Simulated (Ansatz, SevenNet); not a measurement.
For HgS (P3₂21, No. 154), the machine-learned potential SevenNet-0 (trained on PBE and PBE+U data) gives:

```
Quantity                         Result
------------------------------  -------
equilibrium lattice constant a  4.394 Å
c axis length                   9.778 Å
```

What does HSE06 (PAW; Ansatz, an electronic-structure program) give for the same quantities?


- lattice constant a: 4.406 Å (grows by 0.3 %)
- lattice parameter c: 9.712 Å (falls by 0.7 %)

Changes are worked out from the printed values.

Unless a cell is named, each level is at its own relaxed cell (SevenNet-0 27.25, HSE06 27.22 Å³/atom).

Levels without +SOC leave out spin–orbit coupling, which shifts energies and cells of such heavy elements.

Ansatz's density-functional and Hartree–Fock values are scalar-relativistic unless marked +SOC, with PAW data made under PBE.
